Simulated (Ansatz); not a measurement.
# BH3 (borane): B3LYP/6-31G(d) (spherical functions)

Aim: the vertical electron affinity of BH3 (borane) at B3LYP/6-31G* (spherical functions), from 2 runs. 

The calculation is run with Ansatz 0.2.0.

32 further runs of the same task are left out: 32 set aside as unsound or not needed.

## 1. The structure to begin with

The species is BH3 (4 atoms), meant as a singlet with charge 0. As SMILES, `B`. The coordinates come from a PBE0-D4/def2-TZVP relaxation.

Bond lengths: B1–H2 1.193 Å, B1–H3 1.193 Å, B1–H4 1.193 Å. Angles: H2–B1–H3 120.0°, H2–B1–H4 120.0°, H3–B1–H4 120.0°.

## 2. The energy at B3LYP/6-31G(d) (spherical functions)

run.yaml

```yaml
crystal:
  periodic: [false, false, false]
  atoms:
    - {symbol: B, position_ang: [0.013900, -0.015100, -0.005100]}
    - {symbol: H, position_ang: [0.982200, 0.381700, 0.568800]}
    - {symbol: H, position_ang: [-0.276200, -1.171800, 0.043000]}
    - {symbol: H, position_ang: [-0.664400, 0.744900, -0.626900]}
basis:
  gaussian:
    orbitals: 6-31G_st_-spherical.json
hamiltonian:
  xc: {name: B3LYP}
accuracy: high
output: {orbitals: {seedname: orbitals}}
```

The basis set 6-31G* is read from a file made from the Basis Set Exchange's data (not shown).

Command:

```sh
$ ansatz run run.yaml --threads 1 --pin off --max-ram 3480MiB --events-out events.jsonl --progress --plain --runs-dir runs
```

The program printed:

```text
Warning: RAYON_NUM_THREADS=1 ignored (pool sized by the plan → 1); use --threads N
Functional definition: B3LYP
  name "B3LYP"
  parameter a0 = 0.2
  parameter ax = 0.72
  parameter ac = 0.81
  exchange = (1 - a0 - ax)*slater_x + ax*b88_x + a0*exact_x
  correlation = (1 - ac)*vwn_rpa_c + ac*lyp_c
417 factors; integrals over basis functions are off by at most 2.5e-9 eV
mean field evaluation 1: about -723.7579 eV, gradient 1.0e1 eV
mean field evaluation 2: about -724.0486 eV, gradient 5.8e0 eV
mean field evaluation 4: about -724.1670 eV, gradient 1.5e-2 eV
mean field evaluation 8: about -724.1605 eV, gradient 2.2e-4 eV
mean field -724.16048637 eV, -26.6124070206 hartree, gradient 6.6e-9 eV, S^2 0.000000; 0 other end points of the search recorded, 0 dependent functions left out
reference -724.16051274 eV, -26.6124079895 hartree; 4, 4 occupied and 16, 16 virtual orbitals, 417 factors
Total energy: -724.16051274 eV, -26.6124079895 hartree
```

Run time: 0.46 s. Hardware: 1 thread of Arm Neoverse V2, shared host.

## 3. The doublet anion, same level

Edit run.yaml of step 2 so:

```diff
@@ -8,6 +8,6 @@
 basis:
-  gaussian:
-    orbitals: 6-31G_st_-spherical.json
-hamiltonian:
-  xc: {name: B3LYP}
+  gaussian: {orbitals: 6-31G_st_-spherical.json}
+total_charge: -1
+magnetization: {spin_polarized: true, initial_magnetization: 1}
+hamiltonian: {xc: {name: B3LYP}}
 accuracy: high
```

The basis set 6-31G* is read from a file made from the Basis Set Exchange's data (not shown).

Command:

```sh
$ ansatz run run.yaml --threads 1 --pin off --max-ram 3480MiB --events-out events.jsonl --progress --plain --runs-dir runs
```

The program printed:

```text
Warning: RAYON_NUM_THREADS=1 ignored (pool sized by the plan → 1); use --threads N
Functional definition: B3LYP
  name "B3LYP"
  parameter a0 = 0.2
  parameter ax = 0.72
  parameter ac = 0.81
  exchange = (1 - a0 - ax)*slater_x + ax*b88_x + a0*exact_x
  correlation = (1 - ac)*vwn_rpa_c + ac*lyp_c
417 factors; integrals over basis functions are off by at most 2.5e-9 eV
mean field evaluation 1: about -722.9984 eV, gradient 4.1e0 eV
mean field evaluation 2: about -723.0955 eV, gradient 2.4e0 eV
mean field evaluation 4: about -723.1369 eV, gradient 7.8e-2 eV
mean field evaluation 8: about -723.1333 eV, gradient 2.1e-3 eV
mean field evaluation 16: about -723.1333 eV, gradient 4.0e-9 eV
mean field -723.13329474 eV, -26.5746584245 hartree, gradient 4.2e-9 eV, S^2 0.753656; 0 other end points of the search recorded, 0 dependent functions left out
reference -723.13332157 eV, -26.5746594103 hartree; 5, 4 occupied and 15, 16 virtual orbitals, 417 factors
Total energy: -723.13332157 eV, -26.5746594103 hartree
```

Wall time 0.8 s (1 thread of Arm Neoverse V2, shared host); peak memory 0.096 GiB.

## 4. Outcome

At B3LYP/6-31G* (spherical functions):

| quantity | value |
| --- | --- |
| singlet BH3: total energy | -26.61241 Eh |
| singlet BH3: HOMO energy | -9.57 eV |
| singlet BH3: LUMO energy | -1.78 eV |
| singlet BH3: HOMO–LUMO gap | 7.78 eV |
| doublet anion: total energy | -26.57466 Eh |
| doublet anion: HOMO energy (highest over α and β) | 3.99 eV |
| doublet anion: LUMO energy (lowest over α and β) | 7.52 eV |
| doublet anion: ⟨S²⟩ | 0.754 |
| vertical electron affinity (to the doublet anion) | -1.027 eV |

The anion lies 1.03 eV (99 kJ/mol) above the neutral: the electron isn't bound at this level, and such a value depends on the basis. Without diffuse functions anions come out too high. The HOMO (doublet anion) lies at positive energy, 3.99 eV; only total energies tell whether the electron is bound.
